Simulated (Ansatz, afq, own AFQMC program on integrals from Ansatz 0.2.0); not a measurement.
Two steps: Ansatz 0.2.0 writes the Fock matrix and Cholesky factors of the valence space, and afq projects on them the lowest state that overlaps trial and start.

```yaml
crystal:
  periodic: [false, false, false]
  atoms:
    - {symbol: B, position_ang: [0.000000, 0.000000, 0.000000]}
    - {symbol: B, position_ang: [0.000000, 0.000000, 1.247000]}
basis:
  gaussian: {orbitals: cc-pVDZ}
magnetization: {spin_polarized: false, initial_magnetization: 2}
correlation: {method: ccsd_t, electrons: outside_noble_gas, hamiltonian_folder: ham}
```

```sh
$ ansatz run in.yaml --threads 1 --pin off --events-out ev --progress --plain --max-ram 16896MiB --backend cuda --devices 0, --max-vram 18GiB
```

Options of the walk:

```
--method phaseless --trial cisd --walkers 4000 --populations 20 --least-time 60 --time-step 0.005 --steps-per-block 50 --equilibration-blocks 28 --max-blocks 4000 --target-error 0.00015 --factor-cut 1e-05 --start spin_pure --seed 5133 --release-times 0.24,0.51,0.99,1.62,2.4 --release-step 0.03 --release-every 3 --taylor-order 6
```

Times are imaginary, in 1/Eh. The walk had a cap of 122 s. With eight or more populations the least sampling time is a fifth of least-time, and the error comes from their spread.

Output of the walk:

```
orbitals 26  electrons 4 2  factors 189 of 266
reference energy -48.96985054 Eh
CCSD correlation -0.17620409 Eh in 11 cycles, weight of the determinant in the CISD state 0.7726
energy of the start -49.146067 Eh
 block  time / (1/Eh)  mean weight  energy / Eh
     1     0.250  1.0000  -49.145310
     2     0.500  0.9999  -49.146537
     3     0.750  1.0001  -49.148073
     4     1.000  1.0001  -49.150067
     5     1.250  1.0000  -49.151686
    10     2.500  0.9998  -49.156165
    31     7.750  1.0001  -49.158709
    41    10.250  0.9997  -49.159750
    56    14.000  0.9997  -49.159111
    76    19.000  1.0001  -49.153236
    81    20.250  1.0000  -49.159282
   106    26.500  0.9999  -49.157940
   131    32.750  1.0004  -49.156918
   156    39.000  1.0000  -49.159276
   181    45.250  1.0002  -49.157437
   206    51.500  1.0000  -49.156932
   231    57.750  0.9999  -49.157065
   236    59.000  1.0001  -49.156840
error from the spread of 20 populations
released: time / (1/Eh)  energy / Eh  error  mean overlap
  0.24  -49.158469  0.000114  1.0012
  0.51  -49.158962  0.000104  1.0012
  0.99  -49.159820  0.000123  1.0014
  1.62  -49.160376  0.000079  1.0031
  2.40  -49.162295  0.001353  1.0048
energy -49.157960 +/- 0.000144 Eh
(rows thinned)
```

The run passed its tests (sampling time, drift between the halves within three errors, error under three times the target), which doesn't prove that it has relaxed. The second half of the sampling lies above the first by 2.8 errors of their difference, so the energy may still be moving and its error bar be too small.

Against this walk (error 3.9 meV) on the same determinant: CCSD(T) 210.9 meV lower, CCSDT(Q) 118.5 meV lower, CCSDTQ 119.7 meV lower, full CI (a separate run on its own orbitals, whose frozen core shifts it by up to a few meV) 121.5 meV lower. The error is statistical and leaves out the bias of the constraint. The released energies are still falling (meV from the phaseless value at times in 1/Eh: -14 ± 3 at 0.24, -27 ± 3 at 0.51, -51 ± 3 at 0.99, -65.7 ± 2.2 at 1.62, -118 ± 37 at 2.40), so they give no level; they do show a bias of the constraint, and the last of them that isn't too noisy lies 56 meV above full CI. Full CI is exact here, so the walk's 122 meV above it is the walk's own error: the bias of the constraint with this trial, or a walk that hasn't relaxed. The determinant is a poor start (see the cautions), so the low cluster orders aren't to be relied on, and full CI is the sure value.

Cautions: constraint bias not in the error; amplitudes from another CCSD root; a spin-contaminated unrestricted determinant lies lower (UHF 2.41 eV lower, ⟨S²⟩ 2.96); the search met a lower determinant of the same kind, perhaps of another symmetry (575 meV lower), and this one is a saddle point; strong correlation (T1 0.248, weight of the determinant 0.77, largest double 0.27); (T) is large, 7 % of the CCSD correlation; CCSD(T) is in doubt: among natural orbitals it converges to other amplitudes; the CCSDT(Q) amplitudes may be one of several solutions (largest double 0.48); the CCSDTQ amplitudes may be one of several solutions (largest double 0.49); trial from another cluster root; full CI with its own frozen core; a state of higher spin lies lower (by 349 meV).

The walk took 100 s on 1 × NVIDIA H100 80GB HBM3 with 2 threads of AMD EPYC 7R13 Processor (Zen 3), with other jobs on the host (the card was shared). The log's last line is the phaseless energy.

CCSDT and higher add their correlation energy to the determinant of the CCSD(T) run, since their own runs factorise the integrals more tightly (a shift of under 2 meV). A walk keeps the symmetry of its determinant, which the program's search chose and which needn't be the lowest solution, so a lower state of the same spin and another symmetry isn't excluded.
